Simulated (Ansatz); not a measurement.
**CH2OSi (SMILES C=[Si]=O): single points off equilibrium**

The task here is to estimate one member of a computed series from the others.

Computed with Ansatz 0.2.0, Gaussian basis. Level: single points in def2-TZVPP.

Cores are frozen in the correlated methods.

### The system as given

SMILES `C=[Si]=O`, 5 atoms, charge 0, spin multiplicity 1.

Atoms are counted from 1 here; the program's logs count them from 0.

Bond lengths: C1–Si2 1.720 Å, C1–H4 1.103 Å, C1–H5 1.104 Å, Si2–O3 1.497 Å. Angles: Si2–C1–H4 114.8°, Si2–C1–H5 123.2°, H4–C1–H5 114.6°, C1–Si2–O3 173.2°.

Geometry (Å):

```mol
CH2OSi
  3D, bonds by distance, orders not assigned

  5  4  0  0  0  0  0  0  0  0999 V2000
   -0.1688    0.5985   -0.4488 C   0  0
    0.3522   -0.7431    0.4930 Si  0  0
    0.9381   -1.9292    1.1944 O   0  0
   -0.1936    1.5607    0.0894 H   0  0
   -0.9023    0.5124   -1.2696 H   0  0
  1  2  8  0
  1  4  8  0
  1  5  8  0
  2  3  8  0
M  END
```

The first run:

File run/in.yaml:

```yaml
crystal:
  periodic: [false, false, false]
  atoms:
    - {symbol: C, position_ang: [-0.168838, 0.598524, -0.448761]}
    - {symbol: Si, position_ang: [0.352209, -0.743098, 0.493034]}
    - {symbol: O, position_ang: [0.938051, -1.929244, 1.194426]}
    - {symbol: H, position_ang: [-0.193623, 1.560689, 0.089391]}
    - {symbol: H, position_ang: [-0.902346, 0.512386, -1.269622]}
basis:
  gaussian: {orbitals: def2-TZVPP}
hamiltonian: {xc: pbe, dispersion: d4}
output: {forces: true}
```

Command:

```bash
$ ansatz run in.yaml --threads 2 --pin off --events-out ev --progress --plain --max-ram 3481MiB
```

Steps of the session up to this table: PBE-D4/def2-TZVPP; r2SCAN-D4/def2-TZVPP; PBE0-D4/def2-TZVPP; wB97M-V/def2-TZVPP; CCSD(T)/def2-TZVPP.

One table of the session follows, with a row left open; its other results are not shown here.

```
   method  RMS force component (eV/Å)  angle to CCSD(T) forces (°)  dipole (D)
   PBE-D4                           ?                            ?           ?
r2SCAN-D4                       0.687                          9.1        2.22
  PBE0-D4                       0.593                         16.2        2.31
  wB97M-V                       0.612                         19.3        2.26
  CCSD(T)                       0.730                    reference        2.21
```

Estimate the missing values for PBE-D4.

The run gave: RMS force component (eV/Å): 0.852; angle to CCSD(T) forces (°): 12.3; dipole (D): 2.15. In the column «RMS force component (eV/Å)» it is the highest.

Limits of these values: CCSD(T) in triple zeta still lacks some correlation energy of the bonds, so part of these gaps is its own basis error and they don't rank the functionals.
